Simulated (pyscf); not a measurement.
**Four-centre exchange: H₂N–NH₂ (SMILES NN) + SiH₃• (SMILES [SiH3]) -> H₂N–NH–SiH₂• (SMILES NN[SiH2]) + H₂ (SMILES [H][H])**

Gas phase, doublet surface, charge 0. Bonds broken: N1–H3, Si7–H8. Bonds formed: N1–Si7, H3–H8. Structures and frequencies: ωB97X-D3(BJ)/def2-SVP in PySCF.

Transition state (Å):

```xyz
10

N     -0.1355     0.5170     0.1055
N      0.8592    -0.0917    -0.7097
H     -0.1277     0.6007     1.3463
H     -0.3771     1.4387    -0.2691
H      0.3999    -0.7701    -1.3230
H      1.4726    -0.6245    -0.0933
Si    -1.6465    -0.5156     0.6970
H     -0.8103     0.3785     2.1958
H     -2.9207     0.0676     1.2327
H     -1.1400    -1.7674     1.3379
```

One imaginary mode, 1612i cm⁻¹; descent along it reached the two sides named, in the forms told below.

| bond | change | reactant side (Å) | saddle | product side |
|---|---|---|---|---|
| N1–H3 | breaks | 1.022 | 1.244 | 2.585 |
| Si7–H8 | breaks | 1.502 | 1.935 | 3.9 |
| N1–Si7 | forms | 2.517 | 1.923 | 1.741 |
| H3–H8 | forms | 2.7 | 1.112 | 0.762 |

Electronic energies relative to the separated reactants (kcal/mol):

```csv
level,barrier,reaction energy,reverse barrier
ωB97X-D3(BJ)/def2-TZVP,38.9,-7.9,46.8
PBE/def2-TZVP,32.4,-7.1,39.5
r²SCAN/def2-TZVP,35.1,-7.6,42.7
B3LYP-D3(BJ)/def2-TZVP,38.0,-8.0,46.0
PBE0-D3(BJ)/def2-TZVP,35.5,-6.2,41.7
M06-2X/def2-TZVP,40.2,-8.1,48.3
ωB97M-D3(BJ)/def2-TZVP,39.7,-6.4,46.1
HF/def2-TZVP,61.4,-0.2,61.5
```

With ωB97M-D3(BJ)/def2-TZVP energies and thermal terms (ideal gas, 1 atm, RRHO with modes under 100 cm⁻¹ raised to 100, one conformer, R ln 2 for chiral ones without a mode under 150 cm⁻¹), in kcal/mol:

```json
[
 {"T (K)": "298", "ΔH‡": "37.0", "ΔG‡": "47.1", "ΔH": "-9.5", "ΔG": "-8.0"},
 {"T (K)": "600", "ΔH‡": "37.5", "ΔG‡": "57.3", "ΔH": "-8.1", "ΔG": "-7.0"},
 {"T (K)": "900", "ΔH‡": "38.3", "ΔG‡": "67.1", "ΔH": "-7.0", "ΔG": "-6.7"},
 {"T (K)": "1200", "ΔH‡": "39.3", "ΔG‡": "76.5", "ΔH": "-6.2", "ΔG": "-6.8"}
]
```

On the reactant side the descent ends in a complex (not fully relaxed), 5.5 kcal/mol under the separated species and 44.4 kcal/mol under the saddle at ωB97X-D3(BJ)/def2-TZVP. At the saddle there is also a short H–Si contact that neither side keeps. From the product side, NH₂• + HN=SiH₂ + H₂ lies, by one bond made or cut, 15.8 kcal/mol under this saddle at ωB97M-D3(BJ)/def2-TZVP. The same reactants have a lower exit, to H₂N–SiH₃ + NH₂• (barrier +6.3 kcal/mol at ωB97M-D3(BJ)/def2-TZVP, against +39.7 kcal/mol here). H₂N–NH–SiH₂• lies 53.8 kcal/mol over its isomer H₂N–SiH•–NH₂ (electronic energy, ωB97M-D3(BJ)/def2-TZVP). One saddle was located; it need not be the lowest between these sides.
